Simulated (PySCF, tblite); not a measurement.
# BH2F (BH2F): isotopologues and vibrational averages

Aim: rotational constants, zero-point energies and shieldings of isotopologues of BH2F (BH2F) (`BF`).

Computed with tblite 0.8.0 (tight binding) and PySCF 2.14.0 (DFT, with response routines of our own); each step states its level. Atoms count from 0 throughout.

## Step 1: The molecule as given

4 atoms, charge 0, multiplicity 1; geometry from: force field or distance geometry start.

Bonds of the start (Å): B0–F1 1.39, B0–H2 1.18, B0–H3 1.19.

## Step 2: GFN2-xTB relaxation, lowest of a short conformer search

Job settings and geometry (Å):

```
{"job": {"xc": "GFN2-xTB", "basis": "xTB", "kind": "relax"}, "charge": 0, "multiplicity": 1}
B     -0.041400     0.062000     0.194200
F      1.233100    -0.402300    -0.124700
H     -0.210800     1.065600     0.793600
H     -0.939900    -0.706200     0.317300
```

Run with:

```bash
$ OMP_NUM_THREADS=1 python ens_run.py task.json out
```

This one command runs the whole study; its stages follow in the order run.

The log of the run:

```text
step      E/eV     max force
  0    -190.84293    2.927
  1    -190.99849    1.216
  2    -191.07141    1.745
  3    -191.11694    0.845
  4    -191.14777    0.452
  5    -191.15451    0.267
  6    -191.15707    0.129
  7    -191.15777    0.090
  8    -191.15814    0.084
  9    -191.15844    0.066
 10    -191.15857    0.029
 11    -191.15859    0.005
 12    -191.15859    0.001
```

Run time: 0.04 s. Hardware: 1 thread of INTEL XEON PLATINUM 8581C at 2.30GHz, shared host.

The energy fell by 0.316 eV, and the atoms moved 0.11 Å (root mean square).

## Step 3: Tight optimisation and Hessian

Job settings and geometry (Å):

```
{"job": {"xc": "B3LYP", "basis": "pcJ-1", "j": true, "grid": 2, "temperatures": [700, 1000], "kind": "geom"}, "charge": 0, "multiplicity": 1}
B     -0.040935     0.020982     0.314181
F      1.131020    -0.350618    -0.123848
H     -0.135558     1.106637     0.744638
H     -0.913590    -0.757910     0.245419
```

The log of the run:

```text
step   0  E = -3426.8602075 eV  max force = 0.66109
step   1  E = -3426.8757007 eV  max force = 0.01830
step   2  E = -3426.8757472 eV  max force = 0.00424
step   3  E = -3426.8757482 eV  max force = 0.00195
step   4  E = -3426.8757482 eV  max force = 0.00195
harmonic wavenumbers (cm-1): 1028.8 1102.2 1181.8 1353.2 2583.9 2683.7
```

It took 26 s on 1 thread of INTEL XEON PLATINUM 8581C at 2.30GHz, shared host; peak memory 0.37 GiB.

## Step 4: Displacements along the modes, parent

Job settings and geometry (Å):

```
{"job": {"xc": "B3LYP", "basis": "pcJ-1", "j": true, "grid": 2, "temperatures": [700, 1000], "kind": "vib", "mass_numbers": [11, 19, 1, 1]}, "charge": 0, "multiplicity": 1}
B     -0.036094     0.019537     0.312235
F      1.148411    -0.356238    -0.130338
H     -0.141984     1.121578     0.751929
H     -0.929397    -0.765787     0.246565
```

The log of the run:

```text
mode    cm-1    km/mol   phi_rrr   E(+)/cm-1  E(-)/cm-1
  1   1028.75    65.20       0.2     185.54     185.98
  2   1102.20    98.94       0.5     200.03     197.74
  3   1181.83    24.30     155.0     218.50     207.31
  4   1353.15   172.24    -250.2     235.03     253.07
  5   2583.94    68.71   -1045.6     429.59     504.68
  6   2683.69   196.04      -0.7     485.46     485.50
```

It took 23 s on 1 thread of INTEL XEON PLATINUM 8581C at 2.30GHz, shared host; peak memory 0.37 GiB.

## Step 5: Displacements along the modes, 2H at atom 2

Job settings and geometry (Å):

```
{"job": {"xc": "B3LYP", "basis": "pcJ-1", "j": true, "grid": 2, "temperatures": [700, 1000], "kind": "vib", "mass_numbers": [11, 19, 2, 1]}, "charge": 0, "multiplicity": 1}
B     -0.036094     0.019537     0.312235
F      1.148411    -0.356238    -0.130338
H     -0.141984     1.121578     0.751929
H     -0.929397    -0.765787     0.246565
```

The log of the run:

```text
mode    cm-1    km/mol   phi_rrr   E(+)/cm-1  E(-)/cm-1
  1    838.49    33.21      64.1     153.40     149.05
  2    998.26    83.57       0.6     181.29     179.30
  3   1126.88    21.83     109.1     207.32     199.17
  4   1307.10   175.76     352.7     248.54     223.20
  5   1939.45    98.22    -966.2     316.78     386.13
  6   2638.83   141.21   -1563.3     423.42     535.54
```

Wall time 24 s (1 thread of INTEL XEON PLATINUM 8581C at 2.30GHz, shared host); peak memory 0.37 GiB.

## Step 6: Displacements along the modes, 10B at atom 0

Job settings and geometry (Å):

```
{"job": {"xc": "B3LYP", "basis": "pcJ-1", "j": true, "grid": 2, "temperatures": [700, 1000], "kind": "vib", "mass_numbers": [10, 19, 1, 1]}, "charge": 0, "multiplicity": 1}
B     -0.036094     0.019537     0.312235
F      1.148411    -0.356238    -0.130338
H     -0.141984     1.121578     0.751929
H     -0.929397    -0.765787     0.246565
```

The log of the run:

```text
mode    cm-1    km/mol   phi_rrr   E(+)/cm-1  E(-)/cm-1
  1   1038.33    66.25       0.2     187.26     187.69
  2   1116.74   102.31       0.6     202.62     200.37
  3   1188.77    15.90    -119.4     209.82     218.45
  4   1385.75   191.05     299.5     260.77     239.18
  5   2589.01    73.96   -1047.4     430.44     505.67
  6   2700.31   203.21      -0.7     488.48     488.52
```

Wall time 24 s (1 thread of INTEL XEON PLATINUM 8581C at 2.30GHz, shared host); peak memory 0.37 GiB.

## Step 7: Displacements along the modes, 2H at atom 2, 2H at atom 3

Job settings and geometry (Å):

```
{"job": {"xc": "B3LYP", "basis": "pcJ-1", "j": true, "grid": 2, "temperatures": [700, 1000], "kind": "vib", "mass_numbers": [11, 19, 2, 2]}, "charge": 0, "multiplicity": 1}
B     -0.036094     0.019537     0.312235
F      1.148411    -0.356238    -0.130338
H     -0.141984     1.121578     0.751929
H     -0.929397    -0.765787     0.246565
```

The log of the run:

```text
mode    cm-1    km/mol   phi_rrr   E(+)/cm-1  E(-)/cm-1
  1    806.39    39.81      -0.3     145.50     145.22
  2    882.15    68.20       1.1     159.80     158.20
  3    891.70     0.61      -1.4     160.60     160.67
  4   1276.38   161.47     411.3     245.22     215.60
  5   1872.93    76.66    -609.7     316.21     360.00
  6   2016.21   135.65      -0.7     364.23     364.27
```

It took 24 s on 1 thread of INTEL XEON PLATINUM 8581C at 2.30GHz, shared host; peak memory 0.43 GiB.

## Step 8: Displacements along the modes, 10B at atom 0, 2H at atom 2

Job settings and geometry (Å):

```
{"job": {"xc": "B3LYP", "basis": "pcJ-1", "j": true, "grid": 2, "temperatures": [700, 1000], "kind": "vib", "mass_numbers": [10, 19, 2, 1]}, "charge": 0, "multiplicity": 1}
B     -0.036094     0.019537     0.312235
F      1.148411    -0.356238    -0.130338
H     -0.141984     1.121578     0.751929
H     -0.929397    -0.765787     0.246565
```

The log of the run:

```text
mode    cm-1    km/mol   phi_rrr   E(+)/cm-1  E(-)/cm-1
  1    845.99    33.09      63.8     154.73     150.40
  2   1014.29    86.95       0.7     184.14     182.19
  3   1130.51    21.34     102.4     207.77     200.10
  4   1342.41   184.01     378.6     255.87     228.66
  5   1955.70   107.35    -967.6     319.66     389.11
  6   2650.86   148.30   -1570.6     425.36     538.00
```

It took 24 s on 1 thread of INTEL XEON PLATINUM 8581C at 2.30GHz, shared host; peak memory 0.43 GiB.

## Step 9: Vibrational averages by isotopologue

Job settings and geometry (Å):

```
{"job": {"xc": "B3LYP", "basis": "pcJ-1", "j": true, "grid": 2, "temperatures": [700, 1000], "kind": "iso"}, "charge": 0, "multiplicity": 1}
B     -0.036094     0.019537     0.312235
F      1.148411    -0.356238    -0.130338
H     -0.141984     1.121578     0.751929
H     -0.929397    -0.765787     0.246565
```

The log of the run:

```text
parent
  Be/MHz 226004.937 32012.592 28040.746
  B0/MHz 224445.422 31865.98 27791.009
  ZPE/cm-1 4966.8
  <sigma>(0 K)/ppm 39.842 140.873 25.832 25.832
2H at atom 2
  Be/MHz 158306.122 28760.286 24338.573
  B0/MHz 157428.383 28628.789 24122.16
  ZPE/cm-1 4424.5
  <sigma>(0 K)/ppm 39.986 141.607 25.919 25.852
10B at atom 0
  Be/MHz 226004.937 33222.043 28964.369
  B0/MHz 224423.136 33064.055 28697.799
  ZPE/cm-1 5009.5
  <sigma>(0 K)/ppm 39.819 140.765 25.829 25.829
2H at atom 2, 2H at atom 3
  Be/MHz 113089.338 26589.259 21527.72
  B0/MHz 112476.755 26472.132 21338.096
  ZPE/cm-1 3872.9
  <sigma>(0 K)/ppm 40.131 142.380 25.942 25.942
10B at atom 0, 2H at atom 2
  Be/MHz 158816.969 29612.218 24958.569
  B0/MHz 157912.7 29471.968 24730.392
  ZPE/cm-1 4469.9
  <sigma>(0 K)/ppm 39.962 141.493 25.916 25.850
```

It took 2.5 min on 1 thread of INTEL XEON PLATINUM 8581C at 2.30GHz, shared host; peak memory 0.43 GiB. This counts the whole study up to here.

Rotational constants (MHz) at equilibrium and in the ground state:

```
               isotopologue                          Be                          B0  zero-point change (cm⁻¹)
                     parent  226004.9, 32012.6, 28040.7  224445.4, 31866.0, 27791.0                       0.0
               2H at atom 2  158306.1, 28760.3, 24338.6  157428.4, 28628.8, 24122.2                    -542.3
              10B at atom 0  226004.9, 33222.0, 28964.4  224423.1, 33064.1, 28697.8                      42.7
 2H at atom 2, 2H at atom 3  113089.3, 26589.3, 21527.7  112476.8, 26472.1, 21338.1                   -1093.9
10B at atom 0, 2H at atom 2  158817.0, 29612.2, 24958.6  157912.7, 29472.0, 24730.4                    -496.9
```

Shieldings of the first species (ppm): at equilibrium, the vibrational parts at 0 K, and the averages:

```
atom  equilibrium  anharmonic  harmonic     0 K   700 K  1000 K
  B0        41.54       -0.28     -1.42   39.84   39.42   38.96
  F1       148.88       -0.72     -7.29  140.87  139.07  137.07
  H2        26.28       -0.17     -0.27   25.83   25.76   25.68
  H3        26.28       -0.17     -0.27   25.83   25.76   25.68
```

Isotope effects on the shieldings at 0 K (ppb; positive means more shielded):

```
atom  2H at atom 2  10B at atom 0  2H at atom 2, 2H at atom 3  10B at atom 0, 2H at atom 2
  B0           144            -23                         289                          120
  F1           735           -108                        1507                          620
  H2            87             -3                         110                           84
  H3            20             -3                         110                           18
```

## Step 10: Tight optimisation and Hessian, xc revPBE; basis pcSseg-1; hess_step 0.02

Job settings and geometry (Å):

```
{"job": {"xc": "revPBE", "basis": "pcSseg-1", "j": false, "grid": 2, "temperatures": [700, 1000], "hess_step": 0.02, "kind": "geom"}, "charge": 0, "multiplicity": 1}
B     -0.040935     0.020982     0.314181
F      1.131020    -0.350618    -0.123848
H     -0.135558     1.106637     0.744638
H     -0.913590    -0.757910     0.245419
```

The log of the run:

```text
step   0  E = -3425.0756387 eV  max force = 1.22204
step   1  E = -3425.1274323 eV  max force = 0.01383
step   2  E = -3425.1274662 eV  max force = 0.00323
step   3  E = -3425.1274665 eV  max force = 0.00305
step   4  E = -3425.1274665 eV  max force = 0.00305
harmonic wavenumbers (cm-1): 995.7 1060.2 1140.9 1303.6 2510.8 2610.1
```

Wall time 18 s (1 thread of INTEL XEON PLATINUM 8581C at 2.30GHz, shared host); peak memory 0.31 GiB.

## Step 11: Displacements along the modes, xc revPBE; basis pcSseg-1; hess_step 0.02; parent

Job settings and geometry (Å):

```
{"job": {"xc": "revPBE", "basis": "pcSseg-1", "j": false, "grid": 2, "temperatures": [700, 1000], "hess_step": 0.02, "kind": "vib", "mass_numbers": [11, 19, 1, 1]}, "charge": 0, "multiplicity": 1}
B     -0.036949     0.019974     0.312456
F      1.159727    -0.360031    -0.134598
H     -0.141176     1.138060     0.757947
H     -0.940665    -0.778912     0.244585
```

The log of the run:

```text
mode    cm-1    km/mol   phi_rrr   E(+)/cm-1  E(-)/cm-1
  1    995.73    56.72       0.8     181.31     178.58
  2   1060.22    83.17       0.7     193.33     189.51
  3   1140.91    22.10     160.5     211.30     199.67
  4   1303.62   157.26    -246.3     226.21     243.96
  5   2510.84    66.20   -1023.1     416.85     490.51
  6   2610.13   180.62      14.8     472.50     471.37
```

Wall time 10 s (1 thread of INTEL XEON PLATINUM 8581C at 2.30GHz, shared host); peak memory 0.31 GiB.

## Step 12: Displacements along the modes, xc revPBE; basis pcSseg-1; hess_step 0.02; 2H at atom 2

Job settings and geometry (Å):

```
{"job": {"xc": "revPBE", "basis": "pcSseg-1", "j": false, "grid": 2, "temperatures": [700, 1000], "hess_step": 0.02, "kind": "vib", "mass_numbers": [11, 19, 2, 1]}, "charge": 0, "multiplicity": 1}
B     -0.036949     0.019974     0.312456
F      1.159727    -0.360031    -0.134598
H     -0.141176     1.138060     0.757947
H     -0.940665    -0.778912     0.244585
```

The log of the run:

```text
mode    cm-1    km/mol   phi_rrr   E(+)/cm-1  E(-)/cm-1
  1    811.33    28.53      62.3     147.79     144.90
  2    960.38    70.05       1.0     175.20     171.88
  3   1088.49    19.18     111.4     201.27     191.70
  4   1259.29   160.67     352.6     239.67     214.69
  5   1885.19    90.43    -945.6     307.33     375.38
  6   2565.11   131.50   -1530.1     411.09     520.87
```

It took 10 s on 1 thread of INTEL XEON PLATINUM 8581C at 2.30GHz, shared host; peak memory 0.31 GiB.

## Step 13: Vibrational averages by isotopologue, second settings

Job settings and geometry (Å):

```
{"job": {"xc": "revPBE", "basis": "pcSseg-1", "j": false, "grid": 2, "temperatures": [700, 1000], "hess_step": 0.02, "kind": "iso"}, "charge": 0, "multiplicity": 1}
B     -0.036949     0.019974     0.312456
F      1.159727    -0.360031    -0.134598
H     -0.141176     1.138060     0.757947
H     -0.940665    -0.778912     0.244585
```

The log of the run:

```text
parent
  Be/MHz 219095.37 31369.765 27440.828
  B0/MHz 217566.625 31214.184 27185.811
  ZPE/cm-1 4810.7
  <sigma>(0 K)/ppm 39.424 112.431 25.226 25.226
2H at atom 2
  Be/MHz 153498.944 28181.121 23809.836
  B0/MHz 152627.607 28042.724 23589.791
  ZPE/cm-1 4284.9
  <sigma>(0 K)/ppm 39.558 113.204 25.308 25.246
```

Run time: 40 s. Hardware: 1 thread of INTEL XEON PLATINUM 8581C at 2.30GHz, shared host; peak memory 0.43 GiB. This counts the runs that the step sums up.

Rotational constants (MHz) at equilibrium and in the ground state:

```
isotopologue                          Be                          B0  zero-point change (cm⁻¹)
      parent  219095.4, 31369.8, 27440.8  217566.6, 31214.2, 27185.8                       0.0
2H at atom 2  153498.9, 28181.1, 23809.8  152627.6, 28042.7, 23589.8                    -525.8
```

Shieldings of the first species (ppm): at equilibrium, the vibrational parts at 0 K, and the averages:

```
atom  equilibrium  anharmonic  harmonic     0 K   700 K  1000 K
  B0        41.07       -0.26     -1.39   39.42   38.96   38.47
  F1       121.46       -1.07     -7.97  112.43  110.07  107.59
  H2        25.66       -0.16     -0.27   25.23   25.15   25.06
  H3        25.66       -0.16     -0.27   25.23   25.15   25.06
```

Isotope effects on the shieldings at 0 K (ppb; positive means more shielded):

```
atom  2H at atom 2
  B0           134
  F1           772
  H2            82
  H3            21
```

## Step 14: Summary of results

| quantity | value |
| --- | --- |
| point group | C2v |
| B0 of the first species | 224445.4, 31866.0, 27791.0 MHz |
| zero-point energy | 4967 cm⁻¹ |
| zero-point change of σ(F1) | -8.01 ppm |

**Reading.** Zero-point motion changes the shielding of F1 most, by -8.01 ppm. The largest secondary isotope effect is 1507 ppb on F1, 2 bonds from the change (2H at atom 2, 2H at atom 3).
